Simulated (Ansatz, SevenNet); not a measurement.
Elastic constant C11 (GPa) of solids drawn from the class of carbides, at two levels: the machine-learned potential SevenNet-0 (trained on PBE and PBE+U data), and PBE (PAW; Ansatz, a first-principles code).

| solid | SevenNet-0 | PBE | shift (%) |
|---|---|---|---|
| rock-salt HfC | 539 | 497 | -7.8 |
| rock-salt ZrC | 512 | 458 | -10.5 |
| rock-salt TiC | 549 | 511 | -6.9 |
| antifluorite Be2C | 376 | 572 | +52 |
| hexagonal WC | 521 | 702 | +35 |
| rock-salt NbC | 578 | 657 | +13.7 |
| rock-salt TaC | 608 | 719 | +18.3 |

The shifts run from -10.5 % to +52 %, with a median of +13.7 %.

Over all 7 rows PBE is the larger in 4.

Ansatz's runs of these crystals have no spin polarisation.

Spin–orbit coupling is left out, also for the solids with elements from indium on (rock-salt HfC, hexagonal WC, rock-salt TaC); its size isn't shown.

Each level is taken at its own relaxed cell. Ansatz's density-functional and Hartree–Fock values are scalar-relativistic unless marked +SOC, with PAW data made under PBE.
